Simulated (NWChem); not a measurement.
All runs are NWChem calculations. System: fluorine (F₂), charge 0, spin multiplicity 1, at a geometry optimised with PBE0/def2-SVP. Level: TD-B3LYP/6-31G* (spherical d), VWN1-RPA local correlation.

The NWChem input:

```
start mol
memory heap 200 mb stack 900 mb global 1100 mb
geometry units angstroms nocenter noautoz noautosym
  F      0.000000     0.000000     0.688226
  F      0.000000     0.000000    -0.688226
end
basis spherical
  * library 6-31g*
end
dft
  xc b3lyp
  semidirect memsize 60000000 filesize 0
  iterations 100
end
tddft
  rpa
  nroots 10
  notriplet
end
task tddft energy
```

NWChem printed:

```
             Northwest Computational Chemistry Package (NWChem) 7.3.0
             --------------------------------------------------------

                                NWChem Input Module
                                -------------------

 Scaling coordinates for geometry "geometry" by  1.889725989
 (inverse scale =  0.529177249)

                             Geometry "geometry" -> ""
                             -------------------------

 Output coordinates in angstroms (scale by  1.889725989 to convert to a.u.)

  No.       Tag          Charge          X              Y              Z
 ---- ---------------- ---------- -------------- -------------- --------------
    1 F                    9.0000     0.00000000     0.00000000     0.68822600
    2 F                    9.0000     0.00000000     0.00000000    -0.68822600

 Effective nuclear repulsion energy (a.u.)      31.1404663359

            Nuclear Dipole moment (a.u.)
            ----------------------------
        X                 Y               Z
 ---------------- ---------------- ----------------
     0.0000000000     0.0000000000     0.0000000000


 Summary of "ao basis" -> "" (spherical)
 ------------------------------------------------------------------------------
       Tag                 Description            Shells   Functions and Types
 ---------------- ------------------------------  ------  ---------------------
 *                           6-31g*                   on all atoms

                                 NWChem DFT Module
                                 -----------------

 Summary of "ao basis" -> "ao basis" (spherical)
 ------------------------------------------------------------------------------
       Tag                 Description            Shells   Functions and Types
 ---------------- ------------------------------  ------  ---------------------
 F                           6-31g*                  6       14   3s2p1d

 Summary of "ao basis" -> "ao basis" (spherical)
 ------------------------------------------------------------------------------
       Tag                 Description            Shells   Functions and Types
 ---------------- ------------------------------  ------  ---------------------
 F                           6-31g*                  6       14   3s2p1d

            General Information
            -------------------
          SCF calculation type: DFT
          Wavefunction type:  closed shell.
          No. of atoms     :     2
          No. of electrons :    18
           Alpha electrons :     9
            Beta electrons :     9
          Charge           :     0
          Spin multiplicity:     1
          Use of symmetry is: off; symmetry adaption is: off
          Maximum number of iterations: 100
          AO basis - number of functions:    28
                     number of shells:    12
          Convergence on energy requested:  1.00D-06
          Convergence on density requested:  1.00D-05
          Convergence on gradient requested:  5.00D-04

              XC Information
              --------------
                         B3LYP Method XC Potential
                     Hartree-Fock (Exact) Exchange  0.200
                        Slater Exchange Functional  0.800 local
                    Becke 1988 Exchange Functional  0.720 non-local
              Lee-Yang-Parr Correlation Functional  0.810
                  VWN I RPA Correlation Functional  0.190 local

             Grid Information
             ----------------
[...]
     Occ.    5  a   ---  Virt.   10  a    0.18344 Y
     Occ.    8  a   ---  Virt.   12  a    0.11504 X
     Occ.    9  a   ---  Virt.   11  a    0.11504 X
  ----------------------------------------------------------------------------
  Root   6 singlet a              0.955491149 a.u.               26.0002 eV
  ----------------------------------------------------------------------------
     Transition Moments    X -0.00000   Y  0.00000   Z  0.00000
     Transition Moments   XX -0.07469  XY  0.00000  XZ -0.00000
     Transition Moments   YY -0.07469  YZ  0.00000  ZZ  1.35451
     Dipole Oscillator Strength                    0.0000000000
     Electric Quadrupole                           0.0000031628
     Magnetic Dipole                               0.0000000000
     Total Oscillator Strength                     0.0000031628

          sigma_e =   0.9387 Angstrom
          sigma_h =   0.9744 Angstrom
         |d_h->e| =   0.0000 Angstrom
            d_exc =   1.3715 Angstrom
            d_CD1 =   0.0357 Angstrom
            d_CD2 =  -0.9565 Angstrom
            d_CD3 =   1.3715 Angstrom
     Pearson C.C. =  -0.0275

     Occ.    4  a   ---  Virt.   10  a   -0.99402 X
     Occ.    5  a   ---  Virt.   17  a    0.05818 X
     Occ.    6  a   ---  Virt.   19  a   -0.05923 X
     Occ.    7  a   ---  Virt.   18  a   -0.05923 X
  ----------------------------------------------------------------------------
  Root   7 singlet a              1.211667366 a.u.               32.9712 eV
  ----------------------------------------------------------------------------
     Transition Moments    X  0.00000   Y  0.00000   Z  0.07277
     Transition Moments   XX -0.00000  XY  0.00000  XZ  0.00000
     Transition Moments   YY  0.00000  YZ  0.00000  ZZ -0.00000
     Dipole Oscillator Strength                    0.0042778984
     Electric Quadrupole                           0.0000000000
     Magnetic Dipole                               0.0000000000
     Total Oscillator Strength                     0.0042778984

          sigma_e =   0.9573 Angstrom
          sigma_h =   0.7880 Angstrom
         |d_h->e| =   0.0000 Angstrom
            d_exc =   1.2353 Angstrom
            d_CD1 =   0.1693 Angstrom
            d_CD2 =  -0.8727 Angstrom
            d_CD3 =   1.2353 Angstrom
     Pearson C.C. =   0.0076

     Occ.    3  a   ---  Virt.   10  a    0.97084 X
     Occ.    6  a   ---  Virt.   16  a   -0.05773 X
     Occ.    7  a   ---  Virt.   15  a   -0.05773 X
     Occ.    8  a   ---  Virt.   12  a    0.15210 X
     Occ.    9  a   ---  Virt.   11  a    0.15210 X
  ----------------------------------------------------------------------------
  Root   8 singlet a              1.348171950 a.u.               36.6856 eV
  ----------------------------------------------------------------------------
     Transition Moments    X  0.00000   Y  0.00000   Z -0.00000
     Transition Moments   XX -0.00000  XY -0.00000  XZ  0.00000
     Transition Moments   YY  0.00000  YZ  0.00000  ZZ  0.00000
     Dipole Oscillator Strength                    0.0000000000
     Electric Quadrupole                           0.0000000000
     Magnetic Dipole                               0.0000000000
     Total Oscillator Strength                     0.0000000000

          sigma_e =   1.0968 Angstrom
          sigma_h =   0.9472 Angstrom
         |d_h->e| =   0.0000 Angstrom
            d_exc =   1.3889 Angstrom
            d_CD1 =   0.1497 Angstrom
            d_CD2 =  -1.0220 Angstrom
            d_CD3 =   1.3889 Angstrom
     Pearson C.C. =   0.0823

     Occ.    6  a   ---  Virt.   15  a   -0.06732 X
     Occ.    7  a   ---  Virt.   16  a    0.06732 X
     Occ.    8  a   ---  Virt.   11  a    0.70370 X
     Occ.    9  a   ---  Virt.   12  a   -0.70370 X
  ----------------------------------------------------------------------------
  Root   9 singlet a              1.353072974 a.u.               36.8190 eV
  ----------------------------------------------------------------------------
     Transition Moments    X  0.00000   Y  0.00000   Z  0.00000
     Transition Moments   XX -0.00000  XY  0.00000  XZ  0.00000
     Transition Moments   YY  0.00000  YZ  0.00000  ZZ -0.00000
     Dipole Oscillator Strength                    0.0000000000
     Electric Quadrupole                           0.0000000000
     Magnetic Dipole                               0.0000000000
     Total Oscillator Strength                     0.0000000000

          sigma_e =   1.0961 Angstrom
          sigma_h =   0.9472 Angstrom
         |d_h->e| =   0.0000 Angstrom
            d_exc =   1.3885 Angstrom
            d_CD1 =   0.1489 Angstrom
            d_CD2 =  -1.0216 Angstrom
            d_CD3 =   1.3885 Angstrom
     Pearson C.C. =   0.0822

     Occ.    6  a   ---  Virt.   15  a   -0.06096 X
     Occ.    7  a   ---  Virt.   16  a   -0.06096 X
     Occ.    8  a   ---  Virt.   11  a    0.70423 X
     Occ.    9  a   ---  Virt.   12  a    0.70423 X
  ----------------------------------------------------------------------------
  Root  10 singlet a              1.353073033 a.u.               36.8190 eV
  ----------------------------------------------------------------------------
     Transition Moments    X -0.00000   Y -0.00000   Z  0.00000
     Transition Moments   XX -0.00000  XY -0.00000  XZ -0.00000
     Transition Moments   YY  0.00000  YZ -0.00000  ZZ  0.00000
     Dipole Oscillator Strength                    0.0000000000
     Electric Quadrupole                           0.0000000000
     Magnetic Dipole                               0.0000000000
     Total Oscillator Strength                     0.0000000000

          sigma_e =   1.0961 Angstrom
          sigma_h =   0.9472 Angstrom
         |d_h->e| =   0.0000 Angstrom
            d_exc =   1.3885 Angstrom
            d_CD1 =   0.1489 Angstrom
            d_CD2 =  -1.0216 Angstrom
            d_CD3 =   1.3885 Angstrom
     Pearson C.C. =   0.0822

     Occ.    6  a   ---  Virt.   16  a   -0.06096 X
     Occ.    7  a   ---  Virt.   15  a    0.06096 X
     Occ.    8  a   ---  Virt.   12  a    0.70423 X
     Occ.    9  a   ---  Virt.   11  a   -0.70423 X

              Target root =      1
          Target symmetry = none
      Ground state energy =   -199.494800677907
        Excitation energy =      0.180569704486
     Excited state energy =   -199.314230973421

  stored tddft:energy   -199.31423097342054

 Task  times  cpu:        3.4s     wall:        3.4s

 Total times  cpu:        3.4s     wall:        3.4s
```
